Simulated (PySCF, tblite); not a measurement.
# C₅H₈: a rotation path, then NMR shifts and spin-spin couplings on frames, part 3 of 3

tblite 0.8.0 and PySCF 2.14.0. Atoms count from 0. The steps go on from the part before.

### Step 10. Indirect couplings: image 6, B3LYP/pcJ-1

The job: settings as JSON, then the geometry in Å.

```
{"job": {"kind": "j", "xc": "B3LYP", "basis": "pcJ-1"}, "charge": 0, "multiplicity": 1}
C      1.783700    -0.459700     0.077500
C      0.599000     0.465500    -0.180500
C     -0.700000    -0.121600     0.353300
C     -1.978800     0.661700     0.294100
C     -1.878800    -0.319200    -0.552200
H      2.702500    -0.023300    -0.308500
H      1.626700    -1.419200    -0.409000
H      1.910300    -0.633900     1.144300
H      0.501400     0.638300    -1.255600
H      0.785700     1.436500     0.289000
H     -0.552000    -0.812300     1.181600
H     -2.527400     1.472600     0.705900
H     -2.276900    -0.885100    -1.357600
```

Method: B3LYP/pcJ-1 indirect spin-spin coupling, non-relativistic, gas phase.

The program printed:

```text
coarse grid: 10392 points
cycle   1  E = -195.1693648286  dE =  5.483e-01  |g| = 4.372e-01  |ddm| = 2.780e+00
cycle   2  E = -195.1514996359  dE =  1.787e-02  |g| = 5.135e-01  |ddm| = 8.793e-01
cycle   3  E = -195.2207408477  dE = -6.924e-02  |g| = 4.659e-02  |ddm| = 5.093e-01
cycle   4  E = -195.2209897790  dE = -2.489e-04  |g| = 3.212e-02  |ddm| = 6.650e-02
cycle   5  E = -195.2212313561  dE = -2.416e-04  |g| = 4.618e-03  |ddm| = 2.982e-02
cycle   6  E = -195.2212341442  dE = -2.788e-06  |g| = 3.022e-03  |ddm| = 4.815e-03
final grid: 99016 points
cycle   7  E = -195.2645359270  dE = -8.967e-05  |g| = 8.545e-03  |ddm| = 2.168e-02
cycle   8  E = -195.2645003129  dE =  3.561e-05  |g| = 1.465e-02  |ddm| = 1.721e-02
cycle   9  E = -195.2645530875  dE = -5.277e-05  |g| = 2.042e-03  |ddm| = 1.115e-02
cycle  10  E = -195.2645540788  dE = -9.913e-07  |g| = 5.015e-04  |ddm| = 1.882e-03
cycle  11  E = -195.2645541347  dE = -5.582e-08  |g| = 1.511e-04  |ddm| = 4.847e-04
cycle  12  E = -195.2645541402  dE = -5.528e-09  |g| = 1.428e-05  |ddm| = 1.470e-04
cycle  13  E = -195.2645541402  dE = -3.917e-11  |g| = 5.286e-06  |ddm| = 1.462e-05
converged SCF energy = -195.2645541402

Indirect spin-spin couplings (Hz)
  i      j    bonds     total        FC       PSO       DSO        SD
  0 C    1 C    1     33.599    33.639    -0.209     0.168         -
  0 C    2 C    2      1.103     1.245    -0.163     0.021         -
  0 C    3 C    3      3.764     3.865    -0.027    -0.074         -
  0 C    4 C    3     -0.169    -0.131     0.009    -0.047         -
  0 C    5 H    1    130.757   128.901     1.280     0.576         -
  0 C    6 H    1    131.474   129.635     1.230     0.609         -
  0 C    7 H    1    131.969   130.120     1.242     0.607         -
  0 C    8 H    2     -3.615    -3.607     0.204    -0.211         -
  0 C    9 H    2     -3.417    -3.405     0.211    -0.222         -
  0 C   10 H    3      4.953     4.914    -0.080     0.119         -
  0 C   12 H    4      0.456     0.479     0.170    -0.193         -
  1 C    2 C    1     44.756    44.977    -0.452     0.230         -
  1 C    3 C    2     -0.715    -0.422    -0.273    -0.020         -
  1 C    4 C    2     -0.938    -0.756    -0.162    -0.020         -
  1 C    5 H    2     -2.836    -2.857     0.234    -0.213         -
  1 C    6 H    2     -3.878    -3.915     0.225    -0.189         -
  1 C    7 H    2     -4.073    -4.142     0.266    -0.197         -
  1 C    8 H    1    133.531   131.797     0.875     0.859         -
  1 C    9 H    1    131.533   129.736     0.960     0.837         -
  1 C   10 H    2     11.230    11.222     0.183    -0.175         -
  1 C   11 H    3     -1.249    -1.205     0.226    -0.269         -
  1 C   12 H    3     -0.961    -0.932     0.239    -0.268         -
  2 C    3 C    1     12.169    12.971    -0.973     0.170         -
  2 C    4 C    1     13.044    13.836    -0.964     0.172         -
  2 C    5 H    3     16.306    16.342     0.352    -0.388         -
  2 C    6 H    3      3.088     3.139    -0.142     0.091         -
  2 C    7 H    3      4.357     4.397    -0.122     0.082         -
  2 C    8 H    2     -5.340    -5.391     0.121    -0.070         -
  2 C    9 H    2     -4.450    -4.435     0.049    -0.065         -
  2 C   10 H    1    173.071   171.714     0.342     1.015         -
  2 C   11 H    2      2.845     2.749     0.716    -0.620         -
  2 C   12 H    2      3.129     3.036     0.711    -0.617         -
  3 C    4 C    1     63.550    69.781    -6.372     0.141         -
  3 C    5 H    4      1.026     1.087     0.253    -0.313         -
  3 C    6 H    4     -0.366    -0.233     0.154    -0.287         -
  3 C    7 H    4     -0.220    -0.126     0.130    -0.224         -
  3 C    8 H    3      0.283     0.270     0.130    -0.118         -
  3 C    9 H    3      6.870     6.863    -0.003     0.011         -
  3 C   10 H    2     -1.431    -1.299     0.227    -0.358         -
  3 C   11 H    1    236.857   237.240    -1.119     0.736         -
  3 C   12 H    2      2.180     2.583     0.537    -0.940         -
  4 C    5 H    4     -0.279    -0.249     0.257    -0.287         -
  4 C    6 H    4     -0.167    -0.155     0.003    -0.016         -
  4 C    7 H    4     -0.251    -0.176     0.180    -0.255         -
  4 C    8 H    3      6.649     6.586    -0.084     0.146         -
  4 C    9 H    3      7.152     7.270     0.260    -0.378         -
  4 C   10 H    2     -0.724    -0.595     0.232    -0.362         -
  4 C   11 H    2      2.138     2.544     0.535    -0.941         -
  4 C   12 H    1    235.995   236.389    -1.135     0.741         -
  5 H    6 H    2    -13.359   -13.432     2.866    -2.793         -
  5 H    7 H    2    -13.477   -13.566     2.865    -2.776         -
  5 H    8 H    3      3.491     3.623     0.385    -0.517         -
  5 H    9 H    3      3.748     3.863     0.414    -0.530         -
  5 H   11 H    5     -0.182    -0.117     1.008    -1.073         -
  6 H    7 H    2    -12.769   -12.875     2.798    -2.693         -
  6 H    8 H    3      4.691     4.815     0.384    -0.508         -
  6 H    9 H    3     16.262    16.365     2.806    -2.909         -
  6 H   10 H    4     -0.170    -0.122    -0.441     0.393         -
  7 H    8 H    3     15.589    15.700     2.780    -2.891         -
  7 H    9 H    3      4.537     4.649     0.479    -0.590         -
  7 H   10 H    4     -0.191    -0.240    -1.415     1.464         -
  8 H    9 H    2    -14.012   -14.174     2.299    -2.137         -
  8 H   10 H    3      6.244     6.344     2.521    -2.621         -
  8 H   11 H    4      0.872     0.956     1.062    -1.146         -
  9 H   10 H    3      0.055     0.174     1.349    -1.468         -
  9 H   11 H    4      0.953     1.011     0.168    -0.226         -
  9 H   12 H    4      1.403     1.514     1.607    -1.718         -
 10 H   11 H    3     -1.696    -1.560     1.863    -1.999         -
 10 H   12 H    3     -1.957    -1.821     1.901    -2.037         -
 11 H   12 H    3      1.597     1.711     2.602    -2.716         -
```

It took 21 s on 1 thread of Arm Neoverse V1, shared host; peak memory 0.85 GiB.

This run: J(C3,H11) 236.4 Hz, J(C2,H10) 173.1 Hz, J(C1,H8) 132.5 Hz (means over like pairs).

### Step 11. Shielding tensors: image 8, PBE0/pcSseg-1

The job: settings as JSON, then the geometry in Å.

```
{"job": {"kind": "nmr", "xc": "PBE0", "basis": "pcSseg-1", "pop": false}, "charge": 0, "multiplicity": 1}
C      1.698900    -0.517500    -0.076600
C      0.627800     0.567500    -0.013500
C     -0.692500     0.014600     0.487800
C     -1.994700     0.652700     0.104800
C     -1.734600    -0.483100    -0.470400
H      2.640500    -0.108000    -0.435400
H      1.390500    -1.316400    -0.747300
H      1.863200    -0.943700     0.911100
H      0.482300     1.000600    -1.006200
H      0.964500     1.366400     0.653800
H     -0.611800    -0.462500     1.463900
H     -2.630900     1.490600     0.250700
H     -2.007700    -1.260500    -1.140600
```

Level: GIAO PBE0/pcSseg-1 NMR shielding, non-relativistic, gas phase.

The program printed:

```text
coarse grid: 10392 points
cycle   1  E = -194.9121951652  dE =  6.199e-01  |g| = 3.701e-01  |ddm| = 3.064e+00
cycle   2  E = -194.9082601595  dE =  3.935e-03  |g| = 4.030e-01  |ddm| = 7.487e-01
cycle   3  E = -194.9509843270  dE = -4.272e-02  |g| = 3.733e-02  |ddm| = 4.004e-01
cycle   4  E = -194.9511994521  dE = -2.151e-04  |g| = 2.108e-02  |ddm| = 4.994e-02
cycle   5  E = -194.9513017252  dE = -1.023e-04  |g| = 5.403e-03  |ddm| = 2.226e-02
cycle   6  E = -194.9513072811  dE = -5.556e-06  |g| = 2.600e-03  |ddm| = 5.491e-03
final grid: 99016 points
cycle   7  E = -194.9827342906  dE = -2.312e-05  |g| = 8.680e-03  |ddm| = 2.616e-02
cycle   8  E = -194.9827163699  dE =  1.792e-05  |g| = 1.213e-02  |ddm| = 1.780e-02
cycle   9  E = -194.9827531100  dE = -3.674e-05  |g| = 2.016e-03  |ddm| = 1.044e-02
cycle  10  E = -194.9827541229  dE = -1.013e-06  |g| = 2.186e-04  |ddm| = 1.624e-03
cycle  11  E = -194.9827541320  dE = -9.121e-09  |g| = 1.050e-04  |ddm| = 2.943e-04
cycle  12  E = -194.9827541347  dE = -2.678e-09  |g| = 1.428e-05  |ddm| = 1.101e-04
cycle  13  E = -194.9827541348  dE = -4.258e-11  |g| = 3.202e-06  |ddm| = 1.684e-05
converged SCF energy = -194.9827541348

GIAO shielding tensors (ppm)
atom      isotropic    diamagn.    paramagn.     s11        s22        s33       span
  0 C      171.692     246.522     -74.830    161.097    168.138    185.843     24.746
  1 C      149.393     245.542     -96.149    124.259    150.660    173.260     49.000
  2 C      165.601     240.033     -74.432    118.134    133.676    244.993    126.858
  3 C       58.596     257.457    -198.861    -85.842     77.281    184.349    270.190
  4 C       59.527     254.594    -195.067    -84.751     77.198    186.133    270.884
  5 H       30.598      28.682       1.916     26.138     27.876     37.780     11.642
  6 H       30.625      30.240       0.385     26.349     29.267     36.260      9.912
  7 H       30.623      29.624       0.999     26.960     28.617     36.292      9.332
  8 H       31.376      30.903       0.474     27.493     30.662     35.974      8.481
  9 H       29.616      30.250      -0.634     24.947     29.330     34.571      9.623
 10 H       30.248      29.949       0.299     24.124     28.092     38.527     14.403
 11 H       24.096      32.733      -8.637     20.473     25.561     26.253      5.779
 12 H       24.042      32.233      -8.191     20.420     25.426     26.281      5.861
```

Run time: 7.9 s. Hardware: 1 thread of Arm Neoverse V1, shared host; peak memory 0.59 GiB.

In short: δ C3 128.3, C4 127.4, C1 37.5, C2 21.3, H12 7.67, H11 7.62 ppm.

### Step 12. Indirect couplings: image 8, B3LYP/pcJ-1

Same as in step 11 but for these lines:

```diff
@@ -1,2 +1,2 @@
-{"job": {"kind": "nmr", "xc": "PBE0", "basis": "pcSseg-1", "pop": false}, "charge": 0, "multiplicity": 1}
+{"job": {"kind": "j", "xc": "B3LYP", "basis": "pcJ-1"}, "charge": 0, "multiplicity": 1}
 C      1.698900    -0.517500    -0.076600
```

Level: B3LYP/pcJ-1 indirect spin-spin coupling, non-relativistic, gas phase.

The program printed:

```text
coarse grid: 10392 points
cycle   1  E = -195.1707999533  dE =  5.499e-01  |g| = 4.388e-01  |ddm| = 2.782e+00
cycle   2  E = -195.1519882808  dE =  1.881e-02  |g| = 5.186e-01  |ddm| = 8.795e-01
cycle   3  E = -195.2225204808  dE = -7.053e-02  |g| = 4.754e-02  |ddm| = 5.148e-01
cycle   4  E = -195.2227740982  dE = -2.536e-04  |g| = 3.299e-02  |ddm| = 6.575e-02
cycle   5  E = -195.2230214761  dE = -2.474e-04  |g| = 7.347e-03  |ddm| = 3.036e-02
cycle   6  E = -195.2230311623  dE = -9.686e-06  |g| = 3.720e-03  |ddm| = 7.108e-03
cycle   7  E = -195.2230345409  dE = -3.379e-06  |g| = 3.841e-04  |ddm| = 2.958e-03
final grid: 99016 points
cycle   8  E = -195.2663506190  dE = -9.473e-05  |g| = 5.813e-03  |ddm| = 1.678e-02
cycle   9  E = -195.2663471439  dE =  3.475e-06  |g| = 6.809e-03  |ddm| = 1.062e-02
cycle  10  E = -195.2663589623  dE = -1.182e-05  |g| = 6.089e-04  |ddm| = 5.953e-03
cycle  11  E = -195.2663589720  dE = -9.694e-09  |g| = 5.694e-04  |ddm| = 9.584e-04
cycle  12  E = -195.2663590480  dE = -7.595e-08  |g| = 1.169e-04  |ddm| = 4.619e-04
cycle  13  E = -195.2663590513  dE = -3.295e-09  |g| = 1.948e-05  |ddm| = 9.929e-05
cycle  14  E = -195.2663590514  dE = -8.373e-11  |g| = 4.734e-06  |ddm| = 1.871e-05
converged SCF energy = -195.2663590514

Indirect spin-spin couplings (Hz)
  i      j    bonds     total        FC       PSO       DSO        SD
  0 C    1 C    1     33.468    33.501    -0.203     0.170         -
  0 C    2 C    2      0.011     0.189    -0.199     0.021         -
  0 C    3 C    3      6.070     6.150    -0.003    -0.076         -
  0 C    4 C    3      1.431     1.442     0.009    -0.020         -
  0 C    5 H    1    131.034   129.179     1.275     0.580         -
  0 C    6 H    1    131.978   130.146     1.213     0.619         -
  0 C    7 H    1    131.498   129.645     1.242     0.611         -
  0 C    8 H    2     -3.336    -3.328     0.203    -0.211         -
  0 C    9 H    2     -3.267    -3.260     0.214    -0.221         -
  0 C   10 H    3      2.014     1.996     0.019    -0.000         -
  0 C   11 H    4      0.709     0.728     0.300    -0.319         -
  0 C   12 H    4      0.780     0.785     0.112    -0.117         -
  1 C    2 C    1     44.884    45.387    -0.734     0.231         -
  1 C    3 C    2     -0.669    -0.358    -0.289    -0.021         -
  1 C    4 C    2     -0.896    -0.645    -0.229    -0.021         -
  1 C    5 H    2     -3.053    -3.072     0.229    -0.210         -
  1 C    6 H    2     -3.646    -3.676     0.211    -0.182         -
  1 C    7 H    2     -4.025    -4.081     0.245    -0.189         -
  1 C    8 H    1    133.663   131.963     0.834     0.867         -
  1 C    9 H    1    130.421   128.605     0.985     0.831         -
  1 C   10 H    2     10.957    11.002     0.127    -0.173         -
  1 C   11 H    3     -1.184    -1.128     0.213    -0.269         -
  1 C   12 H    3     -1.184    -1.120     0.215    -0.280         -
  2 C    3 C    1     12.394    13.201    -0.978     0.172         -
  2 C    4 C    1     12.757    13.554    -0.971     0.174         -
  2 C    5 H    3     14.492    14.539     0.346    -0.393         -
  2 C    6 H    3      2.778     2.828    -0.134     0.085         -
  2 C    7 H    3      3.740     3.776    -0.127     0.091         -
  2 C    8 H    2     -5.667    -5.704     0.111    -0.074         -
  2 C    9 H    2     -3.495    -3.418    -0.019    -0.059         -
  2 C   10 H    1    170.758   169.372     0.377     1.009         -
  2 C   11 H    2      2.742     2.646     0.712    -0.616         -
  2 C   12 H    2      2.903     2.808     0.708    -0.613         -
  3 C    4 C    1     64.385    70.692    -6.449     0.142         -
  3 C    5 H    4      1.653     1.713     0.266    -0.325         -
  3 C    6 H    4     -0.252    -0.148     0.151    -0.255         -
  3 C    7 H    4     -0.409    -0.278     0.161    -0.292         -
  3 C    8 H    3      1.336     1.306    -0.020     0.051         -
  3 C    9 H    3      2.301     2.333     0.118    -0.150         -
  3 C   10 H    2     -1.186    -1.071     0.249    -0.364         -
  3 C   11 H    1    236.387   236.783    -1.131     0.735         -
  3 C   12 H    2      2.166     2.590     0.512    -0.936         -
  4 C    8 H    3      2.384     2.346    -0.031     0.070         -
  4 C    9 H    3      9.789    10.005     0.249    -0.465         -
  4 C   10 H    2     -0.767    -0.650     0.241    -0.358         -
  4 C   11 H    2      2.180     2.598     0.522    -0.940         -
  4 C   12 H    1    235.912   236.291    -1.126     0.746         -
  5 H    6 H    2    -13.065   -13.146     2.855    -2.774         -
  5 H    7 H    2    -13.380   -13.473     2.874    -2.781         -
  5 H    8 H    3      3.630     3.762     0.388    -0.520         -
  5 H    9 H    3      3.695     3.811     0.436    -0.552         -
  5 H   10 H    4     -0.421    -0.346     1.476    -1.551         -
  6 H    7 H    2    -12.871   -12.970     2.762    -2.663         -
  6 H    8 H    3      4.247     4.360     0.393    -0.505         -
  6 H    9 H    3     15.705    15.808     2.806    -2.909         -
  6 H   10 H    4     -0.264    -0.161     0.372    -0.475         -
  7 H    8 H    3     15.480    15.592     2.772    -2.884         -
  7 H    9 H    3      4.373     4.473     0.458    -0.558         -
  7 H   10 H    4     -0.171    -0.198    -1.233     1.261         -
  8 H    9 H    2    -13.223   -13.354     2.330    -2.199         -
  8 H   10 H    3      9.198     9.293     2.756    -2.851         -
  9 H   10 H    3      1.466     1.557     0.475    -0.566         -
  9 H   11 H    4      1.054     1.132     0.538    -0.616         -
  9 H   12 H    4      0.884     1.016     1.735    -1.867         -
 10 H   11 H    3     -1.636    -1.502     1.885    -2.018         -
 10 H   12 H    3     -1.818    -1.682     1.867    -2.003         -
 11 H   12 H    3      1.668     1.781     2.599    -2.712         -
```

It took 23 s on 1 thread of Arm Neoverse V1, shared host; peak memory 0.85 GiB.

In short: J(C3,H11) 236.1 Hz, J(C2,H10) 170.8 Hz, J(C1,H8) 132.0 Hz (means over like pairs).

### Step 13. Run by run: NMR shifts

Shifts (ppm) of some atoms, chosen among heavy atoms and hydrogens apart, with basis size and wall time:

```tsv
frame	C4	C3	C1	C2	C0	H8	H9	functions	time
image 0	128.7	127.1	37.4	21.3	14.9	2.11	0.32	125	15 s
image 2	126.2	127.1	37.1	20.2	15.7	1.93	0.50	125	7.8 s
image 4	124.9	125.1	35.4	18.5	16.2	1.32	1.09	125	7.9 s
image 6	126.5	125.5	36.3	19.6	16.0	0.64	1.78	125	7.9 s
image 8	127.4	128.3	37.5	21.3	15.2	0.34	2.10	125	7.9 s
```

### Step 14. Comparing the runs: spin-spin couplings

Couplings (Hz), each a mean over the pairs like the one named, with basis size and wall time:

```tsv
frame	C3–H11	C2–H10	C1–H8	C0–H5	C3–C4	C1–C2	C0–C1	functions	time
image 0	236.1	170.8	132.0	131.5	64.3	44.9	33.5	215	25 s
image 2	236.3	172.6	132.4	131.4	63.9	44.6	33.6	215	21 s
image 4	236.6	174.4	132.9	131.4	63.1	44.7	33.5	215	21 s
image 6	236.4	173.1	132.5	131.4	63.5	44.8	33.6	215	21 s
image 8	236.1	170.8	132.0	131.5	64.4	44.9	33.5	215	23 s
```

### Step 15. What came out

The summary covers parts 1 to 3.

| quantity | value |
| --- | --- |
| barrier | 0.064 eV (1.5 kcal/mol) at image 4 |
| end to end (GFN2-xTB) | 0.001 eV |
| 13C shifts against TMS (PBE0/pcSseg-1, image 0) | 128.7, 127.1, 37.4, 21.3, 14.9 ppm |
| 1H shifts against TMS (PBE0/pcSseg-1, image 0) | 7.69, 7.63, 2.11, 1.52, 1.09, 1.05, 1.05, 0.32 ppm |
| surface potential, 1st and 99th percentile | -0.50 V and 1.07 V |
| largest coupling of the table (B3LYP/pcJ-1, image 0) | 1J(C,H) C4–H12, 236.3 Hz |
| range of the shift of C4 | 124.9 to 128.7 ppm |
| range of J(C3,H11), mean over like pairs | 236.1 to 236.6 Hz |

In words: Along the band the dihedral turns by 120°, and the top (dihedral 206°) lies 1.5 kcal/mol above the start (GFN2-xTB, rough), so at room temperature this motion is fast. The top was not checked by a frequency run. Shifts at one fixed geometry are not the observed spectrum, which averages over the motion. Of the pairs tabulated at B3LYP/pcJ-1, C4–H12 couples most strongly (236.3 Hz; Fermi contact 236.7 Hz). Across the 5 runs the shift of C4 moves most, between 124.9 (image 4) and 128.7 ppm (image 0). The coupling C3–H11, as a mean over pairs of its kind, runs from 236.1 Hz (image 0) to 236.6 Hz (image 4).
